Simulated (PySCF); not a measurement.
Question: Give a PBE0-D3(BJ)/def2-SVP geometry of `Nc1cccs1`.

Answer: 
Z-matrix in Å and degrees, rows numbered from 1:
```
N 
C   1  1.3817
C   2  1.3760  1  128.71
C   3  1.4257  2  112.51  1  -176.53
C   4  1.3649  3  113.43  2    -0.12
S   5  1.7308  4  111.09  3     0.39
H   1  1.0132  2  113.78  3   -21.94
H   1  1.0131  2  115.44  3  -152.60
H   3  1.0909  2  123.07  1     3.45
H   4  1.0912  3  123.57  2  -179.76
H   5  1.0881  4  129.08  3  -179.47
```

N1 (aniline-type nitrogen) is pyramidal (angles 115.4°, 113.8° and 111.4°, sum 340.6°, 0.29 Å off the plane of its three neighbours). The C–C distances run from 1.365 Å (C4–C5, aromatic) to 1.426 Å (C3–C4, aromatic), a spread of 0.061 Å. The 6 heavy atoms lie in one plane (0.015 Å rms). The 5-membered ring C2–C3–C4–C5–S6 has internal angles of 92.0° to 113.4°; it is planar, 0.00 Å rms from its mean plane, widest ring torsion 0°.

Method used: PySCF, PBE0-D3(BJ)/def2-SVP geometry optimisation, gas phase.

Whether it is a minimum is left open (no frequencies).

The run took about 60 s of CPU time (one thread, shared machine). That covers the optimisation of the geometry.
